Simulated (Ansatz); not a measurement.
**Forms of AlBO and their order**

Ansatz 0.2.0, functionals in def2-QZVPP, HF, MP2 and coupled cluster extrapolated from def2-TZVPP and def2-QZVPP (exp(−7.88 √X), X^−2.97); geometries are PBE0/def2-TZVP minima. Wave-function levels freeze the cores; HF, MP2 and coupled cluster are restricted for singlets and unrestricted otherwise, Kohn–Sham unrestricted where that lies lower. The best estimate adds to that CCSD(T) limit the step from CCSD(T) to the highest level run in a smaller set (CCSDTQ/cc-pVDZ). It lacks core correlation, which semilocal and hybrid functionals hold and which counts in their errors here, (a few kJ/mol in atomization energies of light atoms) is good to about 1 kcal/mol where the step is under 0.06 eV, as here, and is no measured value. Energies are electronic, without zero-point terms. No spin–orbit coupling and no scalar relativity. B2PLYP's MP2 part freezes the cores and isn't at its limit in this set. The species are chosen: bound, without strong static correlation by their natural occupations or amplitudes, and with a ladder that closes on the reference, so errors are smaller than for species at large; levels whose determinant breaks symmetry or spin markedly are left out.

A. singlet; B–Al 2.246, B–O 1.207, angle at B 180°. Coordinates (Å): Al 0.000 0.000 1.900; B 0.000 0.000 -0.346; O 0.000 0.000 -1.553
B. singlet; O–Al 1.757, B–O 1.280, angle at O 180°. Coordinates (Å): Al 0.000 0.000 1.598; O 0.000 0.000 -0.159; B 0.000 0.000 -1.439

From bonding and spin, estimate the order of these in energy at the best estimate, each at its own geometry.

At the best estimate, above the lowest of those listed: B (0.0 kJ/mol), A (32.8 kJ/mol).

| level | A less B (kJ/mol) |
| --- | --- |
| the best estimate | 32.8 |
| MP2 | 21.4 |
| CCSD | 40.3 |
| CCSD(T) | 33.9 |
| PBE | 8.2 |
| r2SCAN | 24.6 |
| B97M-V | 43.6 |
| B3LYP | 28.7 |
| wB97M-V | 43.4 |
| B2PLYP | 26.8 |

Every level shown puts the same form lowest.

The geometries are PBE0's.
